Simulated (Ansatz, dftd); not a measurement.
Reaction: C2H3Cl (SMILES C=CCl) → C2H2Cl (SMILES ClC=[CH], doublet) + H (doublet) (the C-H bond breaks)
Each species at its own B3LYP-D3(BJ)/def2-TZVP minimum (Ansatz, a first-principles code).

Property: bond dissociation energy (electronic), in kJ/mol. Open shells are spin-unrestricted; no spin-orbit coupling. Cores are frozen in correlated methods. Rows without X2C or -DK are non-relativistic. CBS(X,Y): correlation extrapolated as X^-3, Hartree-Fock from the larger set (Q,5: extrapolated as (X+1)exp(-9√X)). A bracket is a step between two methods taken in the basis named. Functionals run without relativity, which enters their misses. Double hybrids freeze cores in their MP2 part. '+ core + X2C': CCSD(T) terms for core correlation (cc-pwCVTZ, 1s frozen past Ne) and scalar relativity (cc-pVTZ-DK). Where a partner has so few electrons that a lower coupled-cluster level is exact, that level stands in. The UHF reference of C2H2Cl ([CH]=CCl, doublet) is spin-contaminated (<S^2> up to 0.20 over the pure value in the sets run).

```
level                                                                                        program  bond dissociation energy (kJ/mol)  difference against the last row
------------------------------------------------------------------------------------  --------------  ---------------------------------  -------------------------------
r2SCAN-D3(BJ)/def2-TZVPD                                                              Ansatz + dftd3                              475.8                            -24.1
B3LYP-D3(BJ)/def2-TZVPD                                                               Ansatz + dftd3                              490.7                             -9.2
CAM-B3LYP-D3(BJ)/def2-TZVPD                                                           Ansatz + dftd3                              494.0                             -5.9
wB97X-V/def2-TZVPD                                                                            Ansatz                              497.9                             -2.0
B2PLYP-D4/def2-TZVPD                                                                  Ansatz + dftd4                              490.9                             -9.0
MP2/CBS(cc-pV(T+d)Z,cc-pV(Q+d)Z)                                                              Ansatz                              529.8                             29.9
MP2/CBS(cc-pV(Q+d)Z,cc-pV(5+d)Z)                                                              Ansatz                              530.1                             30.2
CCSD/cc-pV(Q+d)Z                                                                              Ansatz                              496.2                             -3.7
CCSD/CBS(cc-pV(T+d)Z,cc-pV(Q+d)Z)                                                             Ansatz                              498.5                             -1.4
CCSD(T)/CBS(cc-pV(T+d)Z,cc-pV(Q+d)Z) + core + X2C                                             Ansatz                              502.3                              2.4
CCSD(T)/CBS(cc-pV(Q+d)Z,cc-pV(5+d)Z)                                                          Ansatz                              501.2                              1.3
CCSDT(Q)/cc-pV(D+d)Z                                                                          Ansatz                              479.5                            -20.4
CCSD(T)/CBS(cc-pV(Q+d)Z,cc-pV(5+d)Z) + [CCSDT(Q) - CCSD(T)]/cc-pV(D+d)Z + core + X2C          Ansatz                              499.9                              0.0
```
